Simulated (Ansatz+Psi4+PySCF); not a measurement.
A calculation with Psi4 1.11.

```
molecule {
0 2
P 0.000000 0.000000 0.000000
O 0.000000 1.403040 0.576860
O 0.000000 -1.310550 0.538830
}

basis {
assign O cc-pVTZ
assign P cc-pV(T+d)Z
}
set reference rohf
set scf_type pk
set mp2_type conv
set cc_type conv
set num_frozen_docc 7
energy('mp2')
```

The input is written out from the run's settings. Correlation on restricted open-shell orbitals is semicanonical, with singles.

The run gave:

* Converged: yes
* Reference energy: -490.52182 hartree
* Correlation energy: -0.61477 hartree
* Total energy: -491.13660 hartree
* Spin squared of the determinant: 0.750
* Occupied orbitals by symmetry in an Abelian subgroup (alpha; beta): 13 Ap 3 App; 12 Ap 3 App
